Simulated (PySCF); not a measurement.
# BLYP/aug-cc-pVTZ run of OH− (hydroxide)

Aim: the energy change on altering one bond length of OH− (hydroxide) at BLYP/aug-cc-pVTZ, from 2 runs. Input form: a Python script.

Program for the calculation: PySCF 2.14.0.

2 further runs of the same task are left out: 2 set aside as unsound or not needed.

### 1 The structure to begin with

OH−: 2 atoms, total charge -1, spin state singlet. As SMILES, `[OH-]`. Geometry: relaxed at PBE0-D4/def2-TZVPD.

Bond lengths: O1–H2 0.964 Å.

### 2 The energy at BLYP/aug-cc-pVTZ

File run.py:

```python
# [OH-]
from pyscf import gto, dft

molecule = gto.M(
    atom=[
    ('O', (0.411800, -0.131800, 0.212500)),
    ('H', (-0.411800, 0.131800, -0.212500)),
],
    basis='aug-cc-pvtz',
    verbose=3,
    max_memory=1860,
    charge=-1,
)

calc0 = dft.RKS(molecule, xc='blyp')
calc0.grids.level = 5
calc0.conv_tol = 1e-10
calc0.kernel()
if not calc0.converged:
    calc0 = calc0.newton().run(calc0.mo_coeff, calc0.mo_occ)

energy = calc0.e_tot
print('E = %.10f Eh' % energy)
```

Launch:

```bash
$ OMP_NUM_THREADS=1 python run.py
```

Standard output:

```text
converged SCF energy = -75.8271697870131
E = -75.8271697870 Eh
```

Wall time 5.1 s (1 thread of Intel Xeon at 2.70GHz, shared host); peak memory 0.31 GiB.

### 3 The distorted shape, same level

File calc.py:

```python
from pyscf import gto, dft

system = gto.M(
    atom='''
O      1.556341    -0.498120     0.803115
H     -0.778189     0.249066    -0.401567
''',
    spin=0,
    verbose=3,
    charge=-1,
    max_memory=1860,
    basis='aug-cc-pvtz',
    unit='bohr',
)

calc0 = dft.RKS(system, xc='blyp')
calc0.conv_tol = 1e-10
calc0.grids.level = 5
calc0.kernel()
if not calc0.converged:
    calc0 = calc0.newton().run(calc0.mo_coeff, calc0.mo_occ)

e_final = calc0.e_tot
print('E(%s) = %.9f' % ('BLYP', e_final))
```

Launch:

```bash
$ OMP_NUM_THREADS=1 python calc.py
```

Standard output:

```text
converged SCF energy = -75.7566849643442
E(BLYP) = -75.756684964
```

Wall time 5.4 s (1 thread of Intel Xeon at 2.70GHz, shared host); peak memory 0.31 GiB.

### 4 Outcome

At BLYP/aug-cc-pVTZ:

| quantity | value |
| --- | --- |
| first shape: total energy | -75.82717 Eh |
| first shape: HOMO energy | 2.23 eV |
| first shape: LUMO energy | 3.64 eV |
| first shape: HOMO–LUMO gap (to an unbound level, set by the basis) | 1.42 eV |
| distorted shape: total energy | -75.75668 Eh |
| distorted shape: HOMO energy | 2.00 eV |
| distorted shape: LUMO energy | 3.34 eV |
| distorted shape: HOMO–LUMO gap (to an unbound level, set by the basis) | 1.35 eV |
| energy change with the O1–H2 bond stretched from 0.964 to 1.445 Å | 1.918 eV |

With the O1–H2 bond stretched from 0.964 to 1.445 Å the energy rises by 1.92 eV (185 kJ/mol). The first shape isn't relaxed at this level, so the change isn't measured from a minimum. The HOMO (first shape) lies at positive energy, 2.23 eV, as semi-local functionals often give for anions; only total energies tell whether the electron is bound. The HOMO (distorted shape) lies at positive energy, 2.00 eV, as semi-local functionals often give for anions; only total energies tell whether the electron is bound.
